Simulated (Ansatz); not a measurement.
**CCSDT(Q)/6-31G(d) (spherical functions) run of [PH2]− (phosphanide)**

What is the energy change on altering one bond length of [PH2]− (phosphanide) at CCSDT(Q)/6-31G* (spherical functions)? 

Program for the calculation: Ansatz 0.2.0.

2 further runs of the same task are left out: 2 that didn't finish.

### Step 1. The system as given

[PH2]−: 3 atoms, total charge -1, spin state singlet. As SMILES, `[PH2-]`. The shape is that of a GFN2-xTB optimisation.

Bond lengths: P1–H2 1.345 Å, P1–H3 1.345 Å. Angles: H2–P1–H3 91.0°.

### Step 2. The energy at CCSDT(Q)/6-31G(d) (spherical functions)

run.yaml

```yaml
basis:
  gaussian:
    orbitals: 6-31G_st_-spherical.json
crystal:
  periodic: [false, false, false]
  atoms:
    - {symbol: P, position_ang: [0.498920, -0.293580, 0.245050]}
    - {symbol: H, position_ang: [0.105590, 0.990220, 0.165130]}
    - {symbol: H, position_ang: [-0.604500, -0.696650, -0.410180]}
total_charge: -1
accuracy: high
correlation:
  method: ccsdt_q
  frozen_orbitals: {H: 0, P: 5}
scf:
  omitted_lower_state_checks: [cluster_reference, increment]
```

The basis set 6-31G* is read from a file made from the Basis Set Exchange's data (not shown).

On the command line:

```console
$ ansatz run run.yaml --threads 1 --pin off --max-ram 2610MiB --events-out events.jsonl --progress --plain --runs-dir runs
```

Log (excerpt; [...] marks lines left out):

```text
Warning: RAYON_NUM_THREADS=1 ignored (pool sized by the plan → 1); use --threads N
Functional definition: HF
  name "HF"
[...]
381 factors; integrals over basis functions are off by at most 3.4e-9 eV
[...]
mean field -9301.64988935 eV, -341.8293285489 hartree, gradient 8.8e-9 eV, S^2 0.000000; 0 other end points of the search recorded, 0 dependent functions left out
5 core orbitals not correlated: weight in the atoms' cores, before any rotation towards them, 1.000 or more for the frozen orbitals, at most 0.000 for the correlated occupied ones
reference -9301.64988935 eV, -341.8293285489 hartree; 4, 4 occupied and 13, 13 virtual orbitals, 381 factors
second order -2.77633611 eV of doubles, -0.00000000 eV of singles
cycle   1  -3.21172146 eV  change   -4.4e-1 eV  update   5.5e-2
[...]
cycle  19  -3.45157217 eV  change  -9.5e-11 eV  update  4.9e-10
perturbative correction -0.00221943 eV, -0.0000815624 hartree
Total energy: -9305.10368095 eV, -341.9562530490 hartree
Checks for a lower state left out: cluster_reference, increment
```

It took 0.68 s on 1 thread of Arm Neoverse V1, shared host.

### Step 3. The distorted shape at the same level

in.yaml

```yaml
crystal:
  periodic: [false, false, false]
  atoms:
    - symbol: P
      position_ang: [0.597238, -0.614483, 0.265027]
    - symbol: H
      position_ang: [0.105590, 0.990220, 0.165130]
    - symbol: H
      position_ang: [-0.506182, -1.017553, -0.390203]
basis:
  gaussian:
    orbitals: 6-31G_st_-spherical.json
total_charge: -1
correlation:
  method: ccsdt_q
  frozen_orbitals: {H: 0, P: 5}
accuracy: high
scf:
  omitted_lower_state_checks: [cluster_reference, increment]
```

The basis set 6-31G* is read from a file made from the Basis Set Exchange's data (not shown).

On the command line:

```console
$ ansatz run in.yaml --threads 1 --pin off --max-ram 2610MiB --events-out events.jsonl --progress --plain --runs-dir runs
```

Log (excerpt; [...] marks lines left out):

```text
Warning: RAYON_NUM_THREADS=1 ignored (pool sized by the plan → 1); use --threads N
[... 2 set-up lines as earlier in the session ...]
[...]
382 factors; integrals over basis functions are off by at most 3.4e-9 eV
[...]
mean field -9301.32276871 eV, -341.8173070870 hartree, gradient 1.1e-8 eV, S^2 0.000000; 0 other end points of the search recorded, 0 dependent functions left out
5 core orbitals not correlated: weight in the atoms' cores, before any rotation towards them, 1.000 or more for the frozen orbitals, at most 0.000 for the correlated occupied ones
reference -9301.32276871 eV, -341.8173070870 hartree; 4, 4 occupied and 13, 13 virtual orbitals, 382 factors
second order -2.80588486 eV of doubles, -0.00000000 eV of singles
cycle   1  -3.26755040 eV  change   -4.6e-1 eV  update   6.4e-2
[...]
cycle  21  -3.56528220 eV  change  -7.3e-10 eV  update  4.0e-10
perturbative correction -0.00229392 eV, -0.0000842998 hartree
Total energy: -9304.89034482 eV, -341.9484130909 hartree
Checks for a lower state left out: cluster_reference, increment
```

Run time: 0.7 s. Hardware: 1 thread of Arm Neoverse V1, shared host.

### Step 4. What came out

At CCSDT(Q)/6-31G* (spherical functions), 5 core orbitals frozen:

| quantity | value |
| --- | --- |
| first shape: total energy | -341.95625 Eh |
| first shape: correlation energy (5 core orbitals frozen) | -126.9 mEh |
| first shape: T1 diagnostic | 0.009 |
| distorted shape: total energy | -341.94841 Eh |
| distorted shape: correlation energy (5 core orbitals frozen) | -131.1 mEh |
| distorted shape: T1 diagnostic | 0.011 |
| energy change with the P1–H2 bond stretched from 1.345 to 1.681 Å | 0.213 eV |

In words: With the P1–H2 bond stretched from 1.345 to 1.681 Å the energy rises by 0.21 eV (20.6 kJ/mol). The first shape isn't relaxed at this level, so the change isn't measured from a minimum.
